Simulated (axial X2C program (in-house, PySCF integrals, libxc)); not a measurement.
# BP⁻: properties at the nuclei

Calculated with an in-house all-electron X2C program for linear molecules (integrals from PySCF): two-component X2C with atomic mean-field Coulomb and Gaunt terms, Gaussian nuclei, basis P dyall-av3z, B dyall-av3z with contracted cores.

R = 1.699 Å (near the PBE0 minimum at charge -1 of the determinant lowest at the starting distance; the state shown can have its own minimum elsewhere).

Determinant lowest in the PBE0 search, Ω = 1/2 (⟨Sz⟩ = 0.50, ⟨Lz⟩ = 0.00 at PBE0), spin on the atoms P -0.01, B 0.51:

| level | Eeff magnitude (GV/cm) | Ws magnitude P (kHz) | Ws magnitude B (kHz) | A∥/gI P (MHz) | qzz P (a.u.) | A∥/gI B (MHz) | qzz B (a.u.) |
| --- | --- | --- | --- | --- | --- | --- | --- |
| PBE0 | 0.0521 | 0.0359 | 0.00504 | 77.1 | -0.42 | 235 | -0.15 |
| HF | 0.0303 | 0.0183 | 0.00597 | 109 | -1.03 | 353 | -0.19 |
| PBE50 | 0.0574 | 0.0397 | 0.00531 | 86.8 | -0.50 | 248 | -0.17 |
| TPSSh | 0.0472 | 0.0321 | 0.00499 | 77.8 | -0.33 | 234 | -0.14 |
| LDA | 0.038 | 0.0252 | 0.00474 | 81.3 | -0.35 | 224 | -0.12 |

Determinant 1.09 eV from it at PBE0 and this distance, Ω = 3/2 (⟨Sz⟩ = 0.50, ⟨Lz⟩ = 1.00 at PBE0), spin on the atoms P 0.43, B 0.07:

| level | Eeff magnitude (GV/cm) | Ws magnitude P (kHz) | A∥/gI P (MHz) | qzz P (a.u.) | A∥/gI B (MHz) | qzz B (a.u.) |
| --- | --- | --- | --- | --- | --- | --- |
| PBE0 | 0.00606 | 0.00156 | 114 | -1.76 | 10.2 | -0.53 |
| HF | 0.013 | 0.00329 | 111 | -1.80 | 6.14 | -0.59 |
| PBE50 | 0.00741 | 0.00189 | 113 | -1.78 | 8.49 | -0.55 |
| TPSSh | 0.00654 | 0.00168 | 123 | -1.73 | 10.4 | -0.53 |
| LDA | 0.000914 | 0.000245 | 123 | -1.78 | 12.7 | -0.51 |

Eeff is the effective electric field on the electron electric dipole moment in this Ω state and Ws the scalar–pseudoscalar constant of the nucleus named (defined with the proton number Z and per Ω); A∥ (defined per Ω) follows by multiplying with gI = μI/(I μN); qzz is the electric field gradient, eQq0 = 234.96 MHz × Q/barn × qzz. The operators were transformed with the bare-nucleus X2C matrices; with these basis sets, hyperfine constants and field gradients can be off by tens of per cent, and where levels differ in sign neither size nor sign is settled.

Task: With gI(31P) = 2.2632, gI(11B) = 1.7924, Q(11B) = 0.04059 barn (g factors from the IAEA table of nuclear moments by Stone; Q from Pyykkö, Mol. Phys. 2018), turn the PBE0 values of the first state into constants in MHz.

Result: A∥(31P) = 77.1 × 2.2632 = 174 MHz; A∥(11B) = 235 × 1.7924 = 421 MHz; eQq0(11B) = 234.96 × (0.04059) × (-0.15) = -1.43 MHz.

Each state is one determinant with collinear spin. Unrestricted Hartree–Fock can overshoot spin polarisation at the nuclei. For an anion, determinants above electron detachment, or with a positive highest level, are held by the basis set. Where Eeff spreads by more than a factor of two the levels disagree and none is to be relied on. The search compared states at one distance, so a state with another bond length can lie lower. Where a field gradient or hyperfine factor spreads by more than a factor of two over the levels, a constant derived from it is not to be relied on. PBE0 term energies can be off by some tenths of an eV.
